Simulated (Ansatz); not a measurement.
Results of LDA (Ansatz, a program for electronic structure, PAW) for hcp Os.

Settings: plane-wave cutoff 520 eV, 24×24×14 k mesh (along the axes of the cell as run), Fermi–Dirac smearing 0.05 eV, no spin polarisation, scalar-relativistic PAW data made under PBE.

Shape and atoms are relaxed at each volume.

Pressure at four volumes; x = ln(V/13.699 Å³). One pressure is withheld.

```csv
V (Å³/atom),x,P (GPa)
13.151,-0.0408,?
13.425,-0.0202,9.49
13.699,0.0000,-0.01
14.247,0.0392,-16.00
```

**Question.** Pass a parabola P(x) through the three rows shown, estimate the bulk modulus and its pressure derivative near zero pressure, and predict the withheld pressure.

**Answer.** Slopes between the rows: (-0.01 − (9.49))/(0.0000 − (-0.0202)) = -470.30 and (-16.00 − (-0.01))/(0.0392 − (0.0000)) = -407.91 GPa. Their difference over the span 0.0594 is c = 62.39/0.0594 = 1050.3 GPa, so P(x) = 9.49 + (-470.30)(x − (-0.0202)) + 1050.3 (x − (-0.0202))(x − (0.0000)). At the middle row B = −dP/dx = −[-470.30 + 1050.3 × 0.0202] = 449.1 GPa, and B′ = dB/dP = 2c/B = 4.7. At x = -0.0408 the parabola gives 20.06 GPa; the run gives 20.13 GPa. The Birch–Murnaghan fit to the energies at all volumes has B0 = 448 GPa and B′ = 4.7.

Measured, for comparison: bulk modulus 425 GPa (zero-point energy and finite temperature contributions removed; as tabulated in doi:10.1021/acs.jctc.3c00612). Computed less measured: bulk modulus +5 %.

Spin–orbit coupling is not included.
